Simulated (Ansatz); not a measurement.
# NS⁺, quintet in 6-31G: errors against full CI

Geometry: that of the NS⁺, triplet, kept fixed. The triplet lies 3.1 eV lower here.

```xyz
2

N     0.0000    0.0000    0.0000
S     0.0000    0.0000    1.5946
```

Basis 6-31G; Ansatz 0.2.0. Only valence electrons are correlated (noble-gas cores frozen), which leaves 10 electrons in 16 orbitals. R marks a restricted (for open shells ROHF) determinant, U an unrestricted one. Active spaces: valence = (10e, 8o) chosen from the atoms' valence shells.

Full CI is exact within this basis and frozen core; it isn't the basis-set limit. The frozen core follows each run's orbitals, which can shift R against U totals by a few meV.

HF rows: RHF is the lowest solution found, UHF is the lowest solution found. Coupled cluster chose its determinant by a search with trial CCSD, here up to 0.30 eV above the lowest Hartree–Fock solution of its kind, and MP2 stands on that determinant too.

The UHF ⟨S²⟩ is 6.016 and the ⟨S²⟩ of the determinant under UCCSD is 6.013. The T1 diagnostic (RCCSD) is 0.0433 and the largest doubles amplitude (RCCSD) is 0.076. The T1 diagnostic (UCCSD) is 0.0342.

```csv
level,E − E(full CI) (meV),share of correlation (%),wall time
RHF†,2446,–,–
UHF†,2292,–,1.8 s
RMP2,646,76.50,–
UMP2,632,77.04,–
RCCSD,73,97.36,–
UCCSD,66,97.59,–
RCCSD(T),19,99.30,5.5 s
UCCSD(T),17,99.37,5.5 s
BCCD(T),23,99.17,6.5 s
RCCSDT,5,99.81,–
UCCSDT,4,99.86,–
RCCSDT(Q),1,99.96,17 s
UCCSDT(Q),-1,100.02,13 s
RCCSDTQ,0,99.99,1.7 min
UCCSDTQ,-1,100.04,1.7 min
CASSCF (valence space)†,1587,–,–
NEVPT2 (valence space)†,393,–,4.9 s
NEVPT4(SD) (valence space)†,68,–,5.5 s
MRCISD (valence space)†,73,–,–
MRCISD+Q (valence space)†,34,–,6.5 s
```

A dagger marks rows that describe another state than the reference (another or a broken symmetry, a higher spin or other natural occupations), so the difference holds a gap between states beside the method's error.

The correlation energy at full CI, counted from the determinant under the R cluster runs, is -2.751 eV. That run took 24 s on 1 thread of Intel Xeon, shared host over 1,601,600 determinants.

Run but not shown, since their state, orbitals or frozen core can't be matched to the reference's or they repeat it: CISD, CISDTQ.

Times hold each run's SCF and search for its determinant on a shared host, so for small cases they say little of a method's own cost; they ran on 1 thread of Intel Xeon. Some runs computed forces too.

Full CI was held to the symmetry of the reference determinant.

The full-CI state has the irrep B1 of C2v, in the program's axes (one component, if the state is degenerate).

Natural occupations of full CI about the gap: 1.986 1.965 1.963 1.015 0.999 0.996 0.994 0.039 0.013 0.007; effectively unpaired electrons, Σ n²(2−n)², 4.02.
